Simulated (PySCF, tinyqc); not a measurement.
Worked calculation: RHF in the sto-6g basis, for LiH, spin multiplicity 1. The lowest restricted solution is unstable here: a spin-polarised one lies 0.0351 hartree lower (PySCF). One step of it, computed by the program tinyqc.

Question. Iteration 3: building the Fock matrix. J_ij = sum D_kl (ij|kl), K_ij = sum D_kl (ik|jl); F = H + J - 0.5 K; E = tr D H + tr D J / 2 - 0.25 tr D K + E_nn.

D after iteration 2, order 1Li 1s, 1Li 2s, 1Li 2px, 1Li 2py, 1Li 2pz, 2H 1s:
```
[[2.013327, -0.086992, 0.000000, 0.000000, -0.054587, -0.197429],
 [-0.086992, 0.492747, 0.000000, 0.000000, 0.203156, 0.710451],
 [0.000000, 0.000000, 0.000000, 0.000000, 0.000000, 0.000000],
 [0.000000, 0.000000, 0.000000, 0.000000, 0.000000, 0.000000],
 [-0.054587, 0.203156, 0.000000, 0.000000, 0.083935, 0.293588],
 [-0.197429, 0.710451, 0.000000, 0.000000, 0.293588, 1.026936]]
```

core Hamiltonian H = T + V (hartree), order 1Li 1s, 1Li 2s, 1Li 2px, 1Li 2py, 1Li 2pz, 2H 1s:
```
[[-4.655192, -0.987362, 0.000000, 0.000000, -0.006527, -0.032885],
 [-0.987362, -1.294833, 0.000000, 0.000000, -0.069422, -0.260625],
 [0.000000, 0.000000, -1.065044, 0.000000, 0.000000, 0.000000],
 [0.000000, 0.000000, 0.000000, -1.065044, 0.000000, 0.000000],
 [-0.006527, -0.069422, 0.000000, 0.000000, -1.113799, -0.375435],
 [-0.032885, -0.260625, 0.000000, 0.000000, -0.375435, -1.085385]]
```

Two-electron integrals (ij|kl) in chemists' order, unique and non-zero (hartree):
```
(11|11) 1.681247   (21|11) 0.242603   (21|21) 0.044507   (22|11) 0.397190
(22|21) 0.090279   (22|22) 0.290625   (31|31) 0.009437   (32|31) 0.014261
(32|32) 0.064236   (33|11) 0.397190   (33|21) 0.090279   (33|22) 0.290625
(33|33) 0.313125   (41|41) 0.009437   (42|41) 0.014261   (42|42) 0.064236
(43|43) 0.016875   (44|11) 0.397190   (44|21) 0.090279   (44|22) 0.290625
(44|33) 0.279374   (44|44) 0.313125   (51|51) 0.009437   (52|51) 0.014261
(52|52) 0.064236   (53|53) 0.016875   (54|54) 0.016875   (55|11) 0.397190
(55|21) 0.090279   (55|22) 0.290625   (55|33) 0.279374   (55|44) 0.279374
(55|55) 0.313125   (61|11) 0.007636   (61|21) 0.001387   (61|22) 0.002904
(61|33) 0.002862   (61|44) 0.002862   (61|51) 0.000186   (61|52) 0.000403
(61|55) 0.002990   (61|61) 0.000048   (62|11) 0.048530   (62|21) 0.011340
(62|22) 0.043235   (62|33) 0.040713   (62|44) 0.040713   (62|51) 0.001697
(62|52) 0.013452   (62|55) 0.048278   (62|61) 0.000441   (62|62) 0.015002
(63|31) 0.000556   (63|32) 0.003312   (63|53) 0.001554   (63|63) 0.000615
(64|41) 0.000556   (64|42) 0.003312   (64|54) 0.001554   (64|64) 0.000615
(65|11) 0.069152   (65|21) 0.016232   (65|22) 0.063158   (65|33) 0.058962
(65|44) 0.058962   (65|51) 0.002653   (65|52) 0.021111   (65|55) 0.071552
(65|61) 0.000644   (65|62) 0.023391   (65|65) 0.036614   (66|11) 0.204778
(66|21) 0.048268   (66|22) 0.199675   (66|33) 0.184928   (66|44) 0.184928
(66|51) 0.006514   (66|52) 0.066669   (66|55) 0.229168   (66|61) 0.001884
(66|62) 0.095685   (66|65) 0.152444   (66|66) 0.774999
```

nuclear repulsion = 0.61436983 hartree

Give: Coulomb J; exchange K; Fock matrix F; total energy of this density.

Answer.

Coulomb J (hartree), order 1Li 1s, 1Li 2s, 1Li 2px, 1Li 2py, 1Li 2pz, 2H 1s:
```
[[3.889, 0.607, 0.000, 0.000, 0.015, 0.020],
 [0.607, 1.254, 0.000, 0.000, 0.124, 0.260],
 [0.000, 0.000, 1.232, 0.000, 0.000, 0.000],
 [0.000, 0.000, 0.000, 1.232, 0.000, 0.000],
 [0.015, 0.124, 0.000, 0.000, 1.298, 0.393],
 [0.020, 0.260, 0.000, 0.000, 0.393, 1.568]]
```

exchange K (hartree), order 1Li 1s, 1Li 2s, 1Li 2px, 1Li 2py, 1Li 2pz, 2H 1s:
```
[[3.365, 0.497, 0.000, 0.000, -0.001, 0.015],
 [0.497, 0.303, 0.000, 0.000, 0.162, 0.307],
 [0.000, 0.000, 0.056, 0.000, 0.000, 0.000],
 [0.000, 0.000, 0.000, 0.056, 0.000, 0.000],
 [-0.001, 0.162, 0.000, 0.000, 0.183, 0.324],
 [0.015, 0.307, 0.000, 0.000, 0.324, 1.041]]
```

Fock matrix F (hartree), order 1Li 1s, 1Li 2s, 1Li 2px, 1Li 2py, 1Li 2pz, 2H 1s:
```
[[-2.449, -0.628, 0.000, 0.000, 0.009, -0.020],
 [-0.628, -0.192, 0.000, 0.000, -0.026, -0.155],
 [0.000, 0.000, 0.139, 0.000, 0.000, 0.000],
 [0.000, 0.000, 0.000, 0.139, 0.000, 0.000],
 [0.009, -0.026, 0.000, 0.000, 0.093, -0.144],
 [-0.020, -0.155, 0.000, 0.000, -0.144, -0.037]]
```

total energy of this density = -7.83865 hartree
